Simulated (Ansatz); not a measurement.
An Ansatz input:

```yaml
crystal:
  lattice:
    - [-2.4387049897, 2.4387049897, 2.4387049897]
    - [2.4387049897, -2.4387049897, 2.4387049897]
    - [2.4387049897, 2.4387049897, -2.4387049897]
  atoms:
    - { symbol: Ba, position: [0.0, 0.0, 0.0] }
hamiltonian:
  xc: pbesol
  pseudopotentials:
    kind: paw
    azcp:
      Ba: "pseudopotentials/Ba.paw.azcp"
basis:
  ecutwfc: 420
  fft_grid_basis: typed
kpoints:
  mp_grid: { grid: [15, 15, 15], shift: [0, 0, 0] }
magnetization:
  spin_polarized: false
scf:
  occupations: { method: fermi_dirac, width: 0.1 }
```

Terminal output

```
Warning: the record states the generating functional pbe (its physics header spells it `PBE`), which answers neither for hamiltonian.xc's functional nor for the pbesol family's — results may be inconsistent (PPs are generated against a specific XC)
Engine: ansatz 0.2.0, x86_64-unknown-linux-gnu
Pseudopotentials: kind: paw
Pseudopotential: Ba, paw, valence charge 10, recommended cutoff 420 eV (normal) 
Functional definition: PBEsol
  exchange = pbesol_x
  correlation = pbesol_c
Crystal: 1 atoms, lattice volume = 58.015 Å³
Basis set: ecut = 420 eV, 1157 PW (Γ)
Bands: 9, of which v1, the nominal top of the filled ones, is band 5 counted from 1 (4 counted from 0)
Symmetry: 48 space group operations
Space group: Im-3m (ITA 229), of the structure as read, at distance tolerance 3.9e-5 Å
k-points: 120 of 3375
Non-local potential: Ba, projectors of the file, l = 0: 3, l = 1: 2, l = 2: 2, l = 3: 2
PAW form: soft (Blöchl's): semilocal exchange-correlation on the pseudo side does not see the compensation charge
PAW frozen core: Ba, regenerated for the run's functional, and the local potential with it (the file was generated under x = pbe(κ = 0.804, μ = 0.2195149727645171), c = pbe(β = 0.06672455060314922))
PAW one-centre angular grid: Ba, 194 points (default); XC on 64 Gauss nodes
Initial density: superposition of atomic densities (neutral atoms: chi_scale 0, normalization atom), corrected by the library's trained network
Initial wavefunctions: pseudopotential atomic-orbital guess
Functional: x = pbesol(κ = 0.804, μ = 0.12345679012345678), c = pbesol(β = 0.046)
SCF iter   1: F=—  HF=-5862.630178 eV  |F-HF|=—  |Δ(HF+E_count)|=         —  Δρ=1.77e-3  dr2=1.64e-3  ethr=1.77e-3  ⟨swp⟩=7.6  Hψ=10666  notcnv=0
SCF iter   2: F=—  HF=-5862.630355 eV  |F-HF|=—  |Δ(HF+E_count)|=   1.77e-4  Δρ=1.13e-3  dr2=8.09e-4  ethr=1.64e-5  ⟨swp⟩=2.2  Hψ=2414  notcnv=0
SCF iter   3: F=—  HF=-5862.630391 eV  |F-HF|=—  |Δ(HF+E_count)|=   3.64e-5  Δρ=1.37e-4  dr2=8.80e-6  ethr=8.09e-6  ⟨swp⟩=2.7  Hψ=1480  notcnv=0
SCF iter   4: F=—  HF=-5862.630397 eV  |F-HF|=—  |Δ(HF+E_count)|=   5.80e-6  Δρ=6.05e-5  dr2=1.13e-6  ethr=8.80e-8  ⟨swp⟩=2.4  Hψ=1874  notcnv=0
iter 5 did not close the SCF: its close was put off for the readings that it lacked (scf_convergence_deferred on its scf_iter line)
SCF iter   5: F=-5862.630399 eV  HF=-5862.630399 eV  |F-HF|=1.66e-8  |Δ(HF+E_count)|=   1.47e-6  Δρ=6.01e-6  dr2=2.17e-8  ethr=1.13e-8  ⟨swp⟩=2.9  Hψ=1644  notcnv=0
SCF iter   6: F=-5862.630399 eV  HF=-5862.630399 eV  |F-HF|=4.35e-10  |Δ(HF+E_count)|=   1.77e-8  Δρ=1.18e-6  dr2=1.02e-9  ethr=2.17e-10  ⟨swp⟩=1.2  Hψ=3266  notcnv=0
SCF 1 converged in 6 iterations: F = -5862.630399 eV  dr2 = 1.02e-9
SCF converged after 6 iterations
Free energy (F): -5862.630399 eV
Harris-Foulkes:  -5862.630399 eV  (|F-HF|=4.35e-10)
Internal energy: -5862.587900 eV  (E = F + TS)
E sigma→0 (E₀):  -5862.609149 eV
Entropy (-TS):   -0.042498 eV (-42.498 meV/atom)
Fermi energy:    6.367132 eV
--- Per-component energies (eV) ---
  E_band       = -78.236999
  E_kinetic    = 166.956851
  E_local      = -357.255878  (includes V_loc(G=0)·N_el)
  E_nonlocal   = 58.555163
  E_hartree    = 112.067059
  E_xc         = -165.335103
  E_vxc        = -133.626754  (∫ρ·V_xc dr)
  E_paw        = -5140.519440  (= ΣΔE_a)
  E_vpaw       = -37.000769  (= ΣTr[D̂ρ^β])
  E_aug_tail   = -0.000002  (compensation charges beyond the density's cutoff)
  E_ewald      = -537.207982
  E_core_change = 0.151433  (= ΣΔE_core)
  E_smearing   = -0.042498  (= −TS)
  E_closure    = 0.000000  (closes the sum)
  Σ components = -5862.630399   (vs F -5862.630399, Δ=0.00e0)
```
